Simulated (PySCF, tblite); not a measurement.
# H₄BrN, a complex of two parts: NMR shifts, interaction energy, infrared bands, spin-spin couplings and core binding energies

The task here is to estimate one member of a computed series from the others.

Computed with tblite 0.8.0 and PySCF 2.14.0; each step states its level. No surroundings beyond the atoms listed, unless a continuum is named. Atoms count from 0, parts from 1.

### Starting point

6 atoms, charge 0, multiplicity 1; geometry: rigid parts in contact. Parts: 1 = atoms 0–1, `Br`, charge 0; 2 = atoms 2–5, `N`, charge 0.

The first run:

Job settings and geometry (Å):

```
{"job": {"kind": "dock", "xc": "GFN2-xTB", "basis": "xTB"}, "charge": 0, "multiplicity": 1, "parts": [{"atoms": "0-1", "charge": 0, "multiplicity": 1}, {"atoms": "2-5", "charge": 0, "multiplicity": 1}]}
Br     0.700758     0.005762     0.002686
H     -0.700758    -0.005762    -0.002686
N     -2.523130     0.411713     0.870020
H     -2.869404     0.986746     1.628232
H     -2.566214     0.963530     0.021952
H     -3.158757    -0.369078     0.761782
```

Method: GFN2-xTB search for minima from random contacts, gas phase.

On the command line:

```sh
$ OMP_NUM_THREADS=1 python cluster_run.py task.json out
```

One launch serves the whole session: the jobs run in the order shown.

Among the steps run: Docking the parts with GFN2-xTB; Optimising the geometry at PBE0-D3(BJ)/def2-TZVPD; NMR shieldings: PBE0/pcSseg-2; Coupled-cluster interaction energy: CCSD(T) and MP2.

One of the session's tables, all rows but one given; the rest of the session is left out.

It belongs to the step «Coupled-cluster interaction energy: CCSD(T) and MP2». 

| method | interaction energy (kcal/mol) |
| --- | --- |
| HF/aug-cc-pVDZ | -8.32 |
| MP2/aug-cc-pVDZ | ? |
| CCSD/aug-cc-pVDZ | -8.88 |
| CCSD(T)/aug-cc-pVDZ | -9.44 |
| HF/aug-cc-pVQZ | -8.05 |
| MP2/aug-cc-pVQZ | -14.85 |
| SCS-MP2/aug-cc-pVQZ | -12.25 |
| MP2, extrapolated | -15.54 |
| CCSD(T), limit estimate | -12.73 |

Estimate the missing values for MP2/aug-cc-pVDZ.

As computed: interaction energy (kcal/mol): -12.24. In the column «interaction energy (kcal/mol)» it lies between SCS-MP2/aug-cc-pVQZ (-12.25) and CCSD(T)/aug-cc-pVDZ (-9.44).

Limits of these values: The interaction energy leaves out the deformation of the parts, 7.48 kcal/mol (MP2); added to the CCSD(T) estimate it gives a binding of about -5.25 kcal/mol.
